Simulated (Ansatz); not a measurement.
Basis sets compared for MgMe2 (C2H6Mg). The state is a singlet with charge 0. Geometry B3LYP-D4/def2-TZVP. Ansatz on 4 threads of Intel Xeon on a shared host; times are rough, and most runs start from earlier orbitals.

```xyz
9

Mg   -0.004    0.003    0.001
C    -0.828   -0.660   -1.807
H    -0.808    0.120   -2.574
H    -1.871   -0.969   -1.690
H    -0.283   -1.519   -2.210
C     0.827    0.661    1.807
H     1.894    0.884    1.706
H     0.731   -0.092    2.596
H     0.343    1.572    2.172
```

B3LYP takes the VWN-RPA correlation.

Binding counts from free atoms (Mg singlet, C triplet, H doublet) in the same basis, without a counterpoise term.

| level | functions | energy (Eh) | HOMO (eV) | LUMO (eV) | binding per atom (eV) | wall time |
| --- | --- | --- | --- | --- | --- | --- |
| PBE-D4/def2-SVP | 76 | -279.5067 | -5.24 | -0.96 | 3.45 | 0.71 s |
| PBE-D4/def2-TZVP (with forces) | 130 | -279.6697 | -5.28 | -1.14 | 3.44 | 1.3 s |
| r2SCAN-D4/def2-TZVP | 130 | -279.8306 | -5.49 | -0.69 | 3.42 | 1.6 s |
| B3LYP-D4/6-31G | 43 | -279.8803 | -5.98 | -0.35 | 3.37 | 0.66 s |
| B3LYP-D4/def2-TZVP | 130 | -279.9502 | -6.24 | -0.77 | 3.41 | 1.6 s |
| PBE0-D4/def2-SVP | 76 | -279.5444 | -6.45 | -0.34 | 3.42 | 0.7 s |
| PBE0-D4/def2-TZVP | 130 | -279.7040 | -6.45 | -0.51 | 3.41 | 1.3 s |

(1) Estimate the rows for PBE-D4/def2-TZVPD, r2SCAN-D4/def2-TZVPD, PBE0-D4/def2-TZVPD.

Answers

(1) 
| level | functions | energy (Eh) | HOMO (eV) | LUMO (eV) | binding per atom (eV) | wall time |
| --- | --- | --- | --- | --- | --- | --- |
| PBE-D4/def2-TZVPD | 163 | -279.6704 | -5.30 | -1.18 | 3.44 | 1.4 s |
| r2SCAN-D4/def2-TZVPD | 163 | -279.8311 | -5.49 | -0.71 | 3.42 | 2.2 s |
| PBE0-D4/def2-TZVPD | 163 | -279.7046 | -6.45 | -0.54 | 3.41 | 1.8 s |
